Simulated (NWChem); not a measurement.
System: CH cation, singlet

Computed with NWChem. Low-valent species are run as closed-shell singlets; no triplet was tried in these runs. The level has its own optimisation; frequencies are unscaled.

**Question.** Estimate the computed values for PBE0/def2-SVP. Quantities: r C–H (Å); highest harmonic frequency (cm⁻¹); zero-point energy (kcal/mol).

**Answer.** 
| Item | Result |
|---|---|
| r C–H (Å) | 1.147 |
| highest harmonic frequency (cm⁻¹) | 2868 |
| zero-point energy (kcal/mol) | 4.1 |
